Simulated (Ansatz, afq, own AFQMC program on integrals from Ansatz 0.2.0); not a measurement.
Integrals from Ansatz 0.2.0, then the random walk in our own AFQMC program (afq).

```yaml
crystal:
  periodic: [false, false, false]
  atoms:
    - {symbol: Pt, position_ang: [0.000000, 0.000000, 0.000000]}
basis:
  gaussian: {orbitals: def2-TZVPP}
magnetization: {spin_polarized: false}
correlation: {method: ccsd_t, electrons: outside_noble_gas, hamiltonian_folder: ham}
```

```sh
$ ansatz run in.yaml --threads 1 --pin off --events-out ev --progress --plain --max-ram 24576MiB --backend cuda --devices 0, --max-vram 18GiB
```

Options of the walk:

```
--method free --trial cisd --walkers 4000 --time-step 0.03 --max-blocks 4000 --target-error 0.00038 --factor-cut 1e-05 --seed 8557 --times 0,0.21,0.42,0.81,1.2,1.8,2.4,3 --taylor-order 8
```

Times are imaginary, in 1/Eh. The walk had a cap of 82 s. Core potentials past Kr, no spin–orbit coupling.

afq prints:

```
orbitals 52  electrons 5 5  factors 387 of 387
reference energy -118.36195887 Eh
CCSD correlation -0.30820116 Eh in 8 cycles, weight of the determinant in the CISD state 0.9152
repeat  energy at the last time / Eh  error
    10  -118.684239  0.000325
    20  -118.684394  0.000201
    30  -118.684517  0.000167
time / (1/Eh)  energy / Eh  error  mean overlap
  0.00  -118.670170  0.000067  1.0928
  0.21  -118.678849  0.000070  1.0922
  0.42  -118.681510  0.000071  1.0935
  0.81  -118.683202  0.000071  1.0961
  1.20  -118.683848  0.000105  1.1005
  1.80  -118.684434  0.000077  1.1021
  2.40  -118.684756  0.000108  1.1048
  3.00  -118.684526  0.000161  1.1129
energy -118.684526 +/- 0.000161 Eh
```

The run passed its tests (error under three times the target), which doesn't prove that it has relaxed.

Against this walk (error 4.4 meV) on the same determinant: CCSD(T) 18.6 meV lower, CCSDT(Q) 23.6 meV lower. The error is statistical, and a free projection of finite length keeps a remainder of its start. None of these is a sure reference here. The last points scatter (meV from the last: 36.0 ± 1.9 at 0.81, 18 ± 3 at 1.20, 2.5 ± 2.1 at 1.80, -6 ± 3 at 2.40, 0 ± 4 at 3.00); the last is the one printed as the energy, and the gaps above move with that scatter.

Cautions: remainder of the start not in the error; no spin-orbit coupling; outer-core shells of the metal frozen; another spin lies lower; restricted determinant unstable towards unrestricted (UHF 720 meV lower, ⟨S²⟩ 1.01); CCSDT(Q) on the UHF determinant differs (233 meV lower), perhaps since the unrestricted series falls towards higher spin.

The walk took 14 s on 2 threads of a server CPU with a shared H100 80 GB, shared host (the card was shared). The log's last line is the free-projection energy.

CCSDT and higher add their correlation energy to the determinant of the CCSD(T) run, since their own runs factorise the integrals more tightly (a shift of under 2 meV). A walk keeps the symmetry of its determinant, which the program's search chose and which needn't be the lowest solution, so a lower state of the same spin and another symmetry isn't excluded.
